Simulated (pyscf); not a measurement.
`[OH][Ge]([F])([F])[F]` + `[H][H]` → `[F][GeH]([F])[F]` + `[OH2]`, a four-centre exchange (singlet surface; Ge–O, H–H broken, Ge–H, H–O formed). Single points on ωB97X-D3(BJ)/def2-SVP structures (PySCF, gas phase). Energies in kJ/mol from the separated reactants.

Small-basis levels: PySCF, no dispersion term, spherical d functions. AM1 to PM7: differences of heats of formation from MOPAC. GFN2-xTB: tblite. Cost: rough CPU time at the saddle relative to B3LYP/6-31G*+LANL2DZ, from one job on a shared machine.

| level | barrier | reaction energy | cost |
|---|---|---|---|
| HF/STO-3G | 291.7 | +26.6 | 0.09 |
| MP2/6-31G*+LANL2DZ | 245.7 | +71.9 | 0.2 |
| SVWN5/6-31G*+LANL2DZ | 122.8 | +51.1 | 1 |
| BP86/6-31G*+LANL2DZ | 179.5 | +49.4 | 2 |
| B3LYP/STO-3G | 204.4 | +62.7 | 0.7 |
| B3LYP/3-21G | 161.2 | +113.4 | 0.9 |
| B3LYP/LANL2DZ | 149.7 | +26.7 | 0.8 |
| B3LYP/6-31G*+LANL2DZ | 205.4 | +53.0 | 1 |
| M06-2X/6-31G*+LANL2DZ | 206.3 | +64.0 | 3 |
| B3LYP/6-311+G**+LANL2DZ | 162.4 | -14.5 | 1 |
| GFN2-xTB | 156.9 | -16.2 | under 0.02 |
| PM7 | 209.5 | +137.6 | under 0.02 |
| ωB97M-D3(BJ)/def2-TZVP | 173.1 | +12.3 | – |

Against the last row the barrier runs from -50.3 (SVWN5/6-31G*+LANL2DZ) to +118.6 kJ/mol (HF/STO-3G). ωB97M-D3(BJ)/def2-TZVP has limits of its own. On the product side the descent ends in a bound adduct (not fully relaxed), 38.6 kJ/mol under the separated species and 197.4 kJ/mol under the saddle at ωB97X-D3(BJ)/def2-TZVP. This is the saddle that the search found; another between the same sides may lie lower. In the def2 sets elements up to Kr have no core potential.
